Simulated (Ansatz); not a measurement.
```yaml
crystal:
  periodic: [false, false, false]
  atoms:
    - {symbol: Al, position_ang: [0.000000, 0.000000, -2.386408]}
    - {symbol: Al, position_ang: [0.000000, 0.000000, 0.200685]}
    - {symbol: B, position_ang: [0.000000, 0.000000, 2.185722]}
basis:
  gaussian: {orbitals: def2-TZVP}
magnetization: {spin_polarized: true, initial_magnetization: 3}
hamiltonian: {xc: pbe0}
relax: {f_tol: 0.004, max_steps: 80}
```

```sh
$ ansatz run in.yaml --threads 1 --pin off --events-out ev --progress --plain --max-ram 2176MiB
```

Steps of the relaxation (energy above the last step; positions in Å, forces in eV/Å):

```
3
step 1, 50.2 meV
Al    0.000    0.000   -2.386    0.000    0.000   -0.716
Al    0.000    0.000    0.201    0.000    0.000    0.350
B     0.000    0.000    2.186    0.000    0.000    0.366
```

```
3
step 2, 2.8 meV
Al    0.000    0.000   -2.462    0.000    0.000   -0.152
Al    0.000    0.000    0.230    0.000    0.000    0.076
B     0.000    0.000    2.232    0.000    0.000    0.076
```

```
3
step 3, 0.1 meV
Al    0.000    0.000   -2.482    0.000    0.000   -0.028
Al    0.000    0.000    0.238    0.000    0.000    0.025
B     0.000    0.000    2.244    0.000    0.000    0.003
```

```
3
step 4, 0.0 meV
Al    0.000    0.000   -2.486    0.000    0.000    0.000
Al    0.000    0.000    0.240    0.000    0.000    0.003
B     0.000    0.000    2.246    0.000    0.000   -0.003
```

Close pairs at the end: Al2–B3 2.006 Å, Al1–Al2 2.726 Å.

A stationary point of unrestricted PBE0 after 4 steps, with ⟨S²⟩ = 3.753 against 3.75 for a pure state; no frequencies were run, so it isn't proven a minimum. 16 s on 1 thread of Intel Xeon 6975P-C, shared host.
